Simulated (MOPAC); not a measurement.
MOPAC input (PM7):

```
PM7 FORCE THERMO(298,298) PRECISE LET CHARGE=1 GEO-OK AUX(PRECISION=9) THREADS=1
CHOS

O     0.38405223 1    0.67714097 1   -1.58634367 1
C     0.12559954 1    0.27530760 1   -0.55358558 1
S    -0.19705513 1   -0.47223344 1    0.89456227 1
H    -0.65626658 1    0.61206120 1    1.56786597 1
```

**Question.** Which zero-point energy does it print?

**Answer.** 9.75 kcal/mol, from the harmonic wavenumbers of PM7.
